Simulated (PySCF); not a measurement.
Compound: fluorophosphane, FH₂P.
Bonds: F1–P2. Hydrogens: H3, H4 on P2.

Method: PBE0-D3(BJ)/def2-SVP geometry optimisation, gas phase in PySCF 2.14.0; density fitting, grid level 1; the optimiser is geomeTRIC in internal coordinates, started from a GFN2-xTB structure.

Step 0: E = -12026.7839 eV
```
atom  x, y, z in Å  |  force x, y, z in eV/Å
F1      1.3231   -0.2095    0.0600    0.252  -0.067   0.393
P2     -0.2273   -0.0061    0.5268    0.755  -0.107   0.156
H3     -0.7238   -0.9176   -0.4212   -0.570  -0.383  -0.293
H4     -0.4397    1.0757   -0.3456   -0.436   0.557  -0.256
```

Step 1: E = -12026.8410 eV
```
atom  x, y, z in Å  |  force x, y, z in eV/Å
F1      1.3794   -0.2215    0.0982   -0.148   0.043  -0.038
P2     -0.1833   -0.0100    0.5047   -0.043  -0.015  -0.093
H3     -0.7757   -0.9365   -0.4303    0.102   0.113   0.077
H4     -0.4882    1.1105   -0.3524    0.089  -0.141   0.055
```

Question: Estimate the geometry and energy of step 2. (The exact step hangs on the optimiser's Hessian estimate; all steps are aligned on step 1, rigid shifts and turns removed.)

Answer: E = -12026.8433 eV, largest force 0.093 eV/Å
```
atom  x, y, z in Å  |  force x, y, z in eV/Å
F1      1.3660   -0.2156    0.0903    0.038  -0.014   0.033
P2     -0.1903   -0.0115    0.5122    0.021   0.011  -0.090
H3     -0.7672   -0.9287   -0.4297   -0.025  -0.006   0.025
H4     -0.4763    1.0983   -0.3527   -0.034   0.009   0.032
```

The energy changes by -0.0023 eV. The first-order estimate −F·Δx gives -0.0067 eV and the mean of the old and new forces, exact on a quadratic surface, -0.0021 eV. The step makes an angle of 40° with the force vector and moves no atom by more than 0.017 Å.

What follows is the cost of the whole optimisation. On one thread of an Arm Neoverse V1, shared host, this took 2.4 s wall and 0.25 GiB of memory at its peak.
